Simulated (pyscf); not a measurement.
Single points on ωB97X-D3(BJ)/def2-SVP structures (PySCF, gas phase).

### Question
PBE/def2-TZVP puts the barrier of HS–SiH₂–Cl → S=SiH–Cl + H₂ (elimination; singlet surface; H–S, H–Si broken, H–H formed) at 185.9 kJ/mol and the reaction energy at +113.6 kJ/mol, from the reactant's lowest minimum found. What do B3LYP-D3(BJ)/def2-TZVP, M06-2X/def2-TZVP, ωB97M-D3(BJ)/def2-TZVP give on the same structures?

### Answer
B3LYP-D3(BJ): ΔE‡ = 213.2 kJ/mol, ΔE = +119.7 kJ/mol; M06-2X: ΔE‡ = 218.9 kJ/mol, ΔE = +123.8 kJ/mol; ωB97M-D3(BJ): ΔE‡ = 220.3 kJ/mol, ΔE = +128.4 kJ/mol. PBE's barrier lies under all of them, by 27.3 to 34.4 kJ/mol. Its reaction energy lies under all of them, by 6.2 to 14.8 kJ/mol. Low barriers are usual for a GGA, whose delocalisation error favours stretched bonds. At the saddle there is also a short H–Si contact that neither side keeps. One saddle was located; it need not be the lowest between these sides.
